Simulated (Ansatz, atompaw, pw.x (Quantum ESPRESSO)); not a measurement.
# magnesium: one change to the PAW (atompaw) potential, in the atom and in the fcc crystal

Mg (Z = 12), PAW, made with atompaw 4.2.0.5 (PBEsol, scalar-relativistic). Core [Ne], reference 3s1.75 3p0.25. Waves: 3s (bound): rc 3.00 bohr; 3s channel at 2.95 Ry: rc 3.00 bohr; 3p (bound): rc 3.00 bohr; 3p channel at 0.3 Ry: rc 3.00 bohr; 3d channel at 0.45 Ry: rc 3.00 bohr. Local part: ultrasoft scheme with l = 3 at 0 Ry, radius 2.00 bohr. Core correction: smooth core density matched at 1.55 bohr. Augmentation charge: besselshape compensation charge, radius 2.65 bohr; PAW radius 3.00 bohr; waves and projectors: custom polynom2 7 10 vanderbiltortho.

Change: local potential ultrasoft scheme with l = 3 at 0 Ry, radius 2.12 bohr.

Cutoffs, loose and tight: the cutoffs (Ry, on a coarse ladder) from which the occupation-weighted sum of valence levels, in a spherical-Bessel basis at the reference potential, stays within 10 and 1 mRy of its value at 400 Ry. They see the waves, projectors and local potential, not the compensation charge or the core.

Crystal test: fcc Mg in pw.x 7.5, no spin, 13³ k-points, Fermi–Dirac smearing 0.01 Ry, cutoffs set for each file from its atomic test. The reference is all-electron LAPW (Ansatz 0.2.0) with the same functional, mesh and smearing; V0 and B0 come from Birch–Murnaghan fits to the pressures at five volumes. Errors are pseudo minus all-electron; Δ is the rms difference of the E(V) curves that follow from these fits, minima aligned, over ±6 % about the mean V0. Mesh and smearing are coarse, so the numbers serve the comparison and aren't converged zero-temperature values; the lattice is a test structure that the element need not adopt.

All-electron: a0 = 4.495 Å (V0 = 22.71 Å³/atom), B0 = 36.4 GPa.

**Question.** Does the change bring the crystal closer to the all-electron result?

**Answer.** The mean pressure error goes from +1.46 to +1.64 GPa, so the change moves the solid further from the all-electron pressures.

| quantity | base | changed |
| --- | --- | --- |
| outcome (atom) | generated | generated |
| cutoff, loose (atom) | 6 Ry | 6 Ry |
| cutoff, tight (atom) | 8 Ry | 8 Ry |
| bound ghosts (atom) | none | none |
| cutoffs in pw.x (Ry) | 40/400 | 40/400 |
| a0 (Å) | 4.552 | 4.559 |
| a0 error (%) | +1.27 | +1.43 |
| B0 error (%) | -2.6 | -3.1 |
| Δ (meV/atom) | 6.9 | 7.7 |
| mean pressure error (GPa) | +1.46 | +1.64 |

Base: This is a poor potential for the solid. Changed file: This is a poor potential for the solid. The atomic cutoffs weigh occupied waves only.
